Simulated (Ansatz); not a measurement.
Other spins and charges of GeP⁺, triplet at one geometry

Geometry (PBE0/def2-TZVP stationary point for this spin):

```yaml
atoms:
  - { symbol: Ge, position_ang: [0.0000, 0.0000, 0.0000] }
  - { symbol: P, position_ang: [0.0000, 0.0000, 2.3035] }
```

Basis cc-pVDZ; Ansatz 0.2.0. Only valence electrons are correlated (noble-gas cores and the filled d shells of p-block atoms frozen). Prefix R: restricted or restricted open-shell reference; prefix U: unrestricted. Active spaces: valence = (8e, 8o) chosen from the atoms' valence shells. No spin–orbit coupling is included, and no scalar relativity.

Gaps are energies of the second state less the first, at fixed atoms, for a selection of the levels run; each method lands on the state that its own search finds for that charge and spin.

For open shells CISD is restricted-active-space CI with the open shells as a complete middle space.

Quintet less triplet: 1.724 eV at UCCSDT(Q).

```
                   level  gap (eV)  error (meV)
                    CISD     1.536         -188
                UCCSD(T)     1.708          -16
                 BCCD(T)     1.716           -8
  NEVPT2 (valence space)     1.715           -9
  MRCISD (valence space)     1.725            1
MRCISD+Q (valence space)     1.716           -8
                  revPBE     1.992          268
                  r2SCAN     1.858          134
                 wB97M-V     2.004          280
                  B2PLYP     1.930          206
```

In so small a basis the reference is far from its limit while semilocal and hybrid functionals are nearer theirs (RPA and double hybrids share much of the reference's basis error), so the functionals' errors here hold much of the reference's basis and frozen-core error, which can add to them or hide them.

Full CI isn't at hand for all of this; UCCSDT(Q) serves as the reference, and is uncertain by about the last step of the cluster series. The frozen core follows each run's orbitals, which can shift R against U totals by a few meV for light atoms and by up to 0.1 eV past Ca.
